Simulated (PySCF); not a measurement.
phenol (C6H6O), SMILES Oc1ccccc1.

Geometry: TPSSh-D3(BJ)/def2-SVP. The values are those of a single conformer.

Calculation: PySCF with TDA-B3LYP/def2-SVPD.

Vertical excitations. Gas-phase values at a fixed geometry. State labels are in the subgroup Cs.

Computed lowest excited states:
| state | symmetry | energy (eV) | λ (nm) | f | main pairs |
|---|---|---|---|---|---|
| S1 | A' | 5.10 | 243 | 0.029 | HOMO→LUMO 73 %, HOMO−1→LUMO+1 26 % |
| S2 | A" | 5.62 | 220 | 0.000 | HOMO→LUMO+2 99 % |
| S3 | A' | 6.05 | 205 | 0.039 | HOMO→LUMO+1 65 %, HOMO−1→LUMO 32 % |
| S4 | A" | 6.31 | 197 | 0.003 | HOMO→LUMO+3 99 % |
| S5 | A" | 6.54 | 189 | 0.002 | HOMO−1→LUMO+2 98 % |
| S6 | A" | 6.84 | 181 | 0.000 | HOMO→LUMO+4 98 % |
| S7 | A" | 7.06 | 176 | 0.000 | HOMO−1→LUMO+3 98 % |
| S8 | A' | 7.17 | 173 | 0.499 | HOMO−1→LUMO+1 60 %, HOMO→LUMO 20 %, HOMO−2→LUMO 12 % |
| S9 | A" | 7.24 | 171 | 0.017 | HOMO→LUMO+5 98 % |
| S10 | A' | 7.33 | 169 | 0.878 | HOMO−1→LUMO 60 %, HOMO→LUMO+1 27 % |
| T1 | A' | 4.02 | 308 | 0 | HOMO→LUMO+1 67 %, HOMO−1→LUMO 29 % |
| T2 | A' | 4.17 | 297 | 0 | HOMO→LUMO 97 % |
| T3 | A' | 4.61 | 269 | 0 | HOMO−1→LUMO 69 %, HOMO→LUMO+1 31 % |
| T4 | A' | 5.36 | 231 | 0 | HOMO−1→LUMO+1 97 % |
Triplets are in the Tamm–Dancoff approximation.
